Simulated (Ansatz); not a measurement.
# AlBCl (quartet): wave-function methods side by side at a displaced geometry (v1), cc-pVDZ

The task here is to estimate one member of a computed series from the others.

Method: cc-pVDZ, core rule «outside noble gas», up to 11 orbitals frozen; program: Ansatz 0.2.0, Gaussian basis.

The runs, in order: UHF; CCSD(T) on ROHF; CCSD(T) on UHF; BCCD(T) on ROHF; CISD; CCSDT(Q) on ROHF; CCSDT(Q) on UHF.

28 further runs of the same task are left out: 7 for a known fault of the program, 6 that didn't finish, 15 set aside as unsound or not needed.

### The system

The geometry is a PBE0/def2-TZVP stationary point (not a proven minimum) with its atoms shifted at random (size 0.040 Å).

3 atoms, charge 0, spin multiplicity 4.

Atoms are counted from 1 here; the program's logs count them from 0.

Bond lengths: Al1–B2 1.941 Å, B2–Cl3 1.744 Å. Angles: Al1–B2–Cl3 177.1°.

Set-up of the first run:

in.yaml

```yaml
crystal:
  periodic: [false, false, false]
  atoms:
    - {symbol: Al, position_ang: [-0.015433, -0.009008, 1.875040]}
    - {symbol: B, position_ang: [-0.016266, -0.025151, -0.066113]}
    - {symbol: Cl, position_ang: [0.031698, 0.034159, -1.808927]}
basis:
  gaussian: {orbitals: cc-pVDZ}
magnetization: {spin_polarized: true, initial_magnetization: 3}
hamiltonian: {xc: hf}
output: {orbitals: {seedname: orbitals}}
```

Started as:

```sh
ansatz run in.yaml --threads 1 --pin off --events-out ev --progress --plain --max-ram 2393MiB
```

Among the steps run: UHF; CCSD(T) on ROHF; CCSD(T) on UHF; BCCD(T) on ROHF; CISD; CCSDT(Q) on ROHF; CCSDT(Q) on UHF.

One of the session's tables, all rows but one given; the rest of the session is left out.

```
   method  from UCCSDT(Q) (kJ/mol)
     ROHF                   +721.4
      UHF                   +715.9
     RMP2                   +104.2
     UMP2                   +104.9
     CISD                    +93.6
    RCCSD                        ?
    UCCSD                    +32.5
 RCCSD(T)                     +6.1
 UCCSD(T)                     +6.1
  BCCD(T)                     +6.2
   RCCSDT                     +2.4
   UCCSDT                     +2.3
RCCSDT(Q)                     +0.3
UCCSDT(Q)                        0
```

Estimate the missing values for RCCSD.

**Answer.** from UCCSDT(Q) (kJ/mol): +32.7. In the column «from UCCSDT(Q) (kJ/mol)» it lies between UCCSD (+32.5) and CISD (+93.6).

Caveats from the session: Restricted and unrestricted rows rest on different reference determinants; where their highest levels disagree by more than a few hundredths of an eV, they describe different states and don't form one ladder.
